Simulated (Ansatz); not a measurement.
A relaxed structure of BP. Space group F-43m (No. 216), zinc blende type. Calculation: r2SCAN (plane waves to 500 eV, PAW, scalar-relativistic; Ansatz, a quantum-chemistry and plane-wave program).

```cif
data_BP
_chemical_formula_sum 'B1 P1'
_space_group_name_H-M_alt 'P 1'
_space_group_IT_number 1
_cell_length_a 3.20763
_cell_length_b 3.20763
_cell_length_c 3.20763
_cell_angle_alpha 60.000
_cell_angle_beta 60.000
_cell_angle_gamma 60.000
loop_
_space_group_symop_operation_xyz
  'x, y, z'
loop_
_atom_site_label
_atom_site_type_symbol
_atom_site_fract_x
_atom_site_fract_y
_atom_site_fract_z
_atom_site_occupancy
B1 B 0.25000 0.25000 0.25000 1
P1 P 0.50000 0.50000 0.50000 1
```

For BP, the volume per atom comes out as 11.67 Å³ and the density is 2.97 g/cm³. The band gap is 1.41 eV, indirect (valence top at Γ, conduction bottom at 83 % of the way from Γ to X) (no spin-orbit coupling), the smallest direct gap is 3.60 eV at Γ and the shortest distances comes out as B–P 1.96 Å; B–B 3.21 Å; P–P 3.21 Å. The k-mesh is 12×12×12.

No spin polarisation in the result.

Measured for BP: a 4.525 Å (static lattice; corrected from measurement; as listed in Daniel Mejia-Rodriguez, S. B. Trickey, Phys. Rev. B (2018)); gap 2 eV (room temperature; as listed in arXiv:1206.3780). Computed minus measured — a: r2SCAN +0.2 %; gap: r2SCAN -0.59 eV. The computed values are for a static lattice, and a measured gap can be an optical one, lowered by exciton binding.

The run could not lose the symmetry of its start; a randomly shaken copy of 4 atoms returns to this structure.
